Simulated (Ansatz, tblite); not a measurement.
# The cluster AlSe3: one state, many levels

An exercise on one series of results from a longer session: the logs are not shown, and one member is left open.

The runs use Ansatz 0.2.0, Gaussian basis; as each input shows.

The runs, in order: GFN1-xTB, GFN2-xTB, PBE-D4/def2-TZVP, r2SCAN-D4/def2-TZVP, BHLYP-D4/def2-TZVP, B2PLYP/def2-TZVP, PBE-D4/def2-SVP, PBE0-D4/def2-SVP, HF/6-31G, B3LYP-D4/6-31G, PBE0-D4/def2-TZVPD, PBE-D4/def2-TZVPD, r2SCAN-D4/def2-TZVPD, CCSD(T)/def2-SVP, MP2/def2-TZVP, RPA/def2-TZVP.

3 further runs of the same task are left out: 3 set aside as unsound or not needed.

## The geometry

The doublet was relaxed beforehand with PBE-D4/def2-SVP. At that level it is the lowest of the isomers that a small search found.

4 atoms, charge 0, spin multiplicity 2.

Bond lengths: Al1–Se2 2.383 Å, Al1–Se3 2.202 Å, Al1–Se4 2.383 Å, Se2–Se4 2.407 Å. Angles: Se2–Al1–Se3 149.3°, Se2–Al1–Se4 60.7°, Se3–Al1–Se4 149.2°, Al1–Se2–Se4 59.7°, Al1–Se4–Se2 59.7°.

PBE0-D4/def2-TZVP was run before; its log isn't repeated, and its numbers join the tables.

The first run:

Tight binding, by tblite at 300 K electronic temperature and without a spin-polarisation term:

```python
tblite.interface.Calculator('GFN1-xTB', numbers, positions, charge=0, uhf=1).singlepoint()
```

Tight binding, by tblite at 300 K electronic temperature and without a spin-polarisation term:

```python
tblite.interface.Calculator('GFN2-xTB', numbers, positions, charge=0, uhf=1).singlepoint()
```

start.molden holds the orbitals of an earlier run on this state, given as this run's starting guess.

The input, in.yaml:

```yaml
crystal:
  periodic: [false, false, false]
  atoms:
    - {symbol: Al, position_ang: [0.479303, -0.015100, 0.054861]}
    - {symbol: Se, position_ang: [-1.606836, -1.164199, -0.020155]}
    - {symbol: Se, position_ang: [2.673574, -0.060725, -0.122752]}
    - {symbol: Se, position_ang: [-1.546051, 1.240035, 0.088046]}
basis:
  gaussian: {orbitals: def2-TZVP, initial_orbitals: start.molden}
magnetization: {spin_polarized: true, initial_magnetization: 1}
hamiltonian: {xc: pbe, dispersion: d4}
scf: {omitted_lower_state_checks: [starts]}
output: {orbitals: {seedname: orbitals}}
```

Launch:

```sh
> ansatz run in.yaml --threads 2 --pin off --events-out ev --progress --plain --max-ram 31744MiB --backend cpu
```

Among the steps run: PBE-D4/def2-TZVP; r2SCAN-D4/def2-TZVP; BHLYP-D4/def2-TZVP; B2PLYP/def2-TZVP; PBE-D4/def2-SVP; PBE0-D4/def2-SVP; HF/6-31G; B3LYP-D4/6-31G; PBE0-D4/def2-TZVPD; PBE-D4/def2-TZVPD; r2SCAN-D4/def2-TZVPD; CCSD(T)/def2-SVP; MP2/def2-TZVP; RPA/def2-TZVP.

One table of the session follows, with a row left open; its other results are not shown here.

| level | HOMO (eV) | LUMO (eV) | gap (eV) |
| --- | --- | --- | --- |
| HF/6-31G | -8.55 | -2.66 | 5.89 |
| PBE-D4/def2-SVP | -5.60 | -5.57 | 0.02 |
| PBE-D4/def2-TZVP | -5.69 | -5.66 | 0.03 |
| PBE-D4/def2-TZVPD | -5.71 | -5.68 | 0.03 |
| r2SCAN-D4/def2-TZVP | -5.84 | -5.78 | 0.06 |
| r2SCAN-D4/def2-TZVPD | -5.85 | -5.79 | 0.06 |
| B3LYP-D4/6-31G | -6.30 | -5.52 | 0.78 |
| PBE0-D4/def2-SVP | -6.25 | -5.28 | 0.97 |
| PBE0-D4/def2-TZVP | -6.29 | -5.31 | 0.98 |
| PBE0-D4/def2-TZVPD | -6.30 | -5.32 | 0.98 |
| BHLYP-D4/def2-TZVP | ? | ? | ? |

Q: Estimate the row for BHLYP-D4/def2-TZVP from the others.

The run gave: HOMO (eV): -6.87; LUMO (eV): -4.71; gap (eV): 2.16. In the column «HOMO (eV)» it lies between HF/6-31G (-8.55) and B3LYP-D4/6-31G (-6.30).
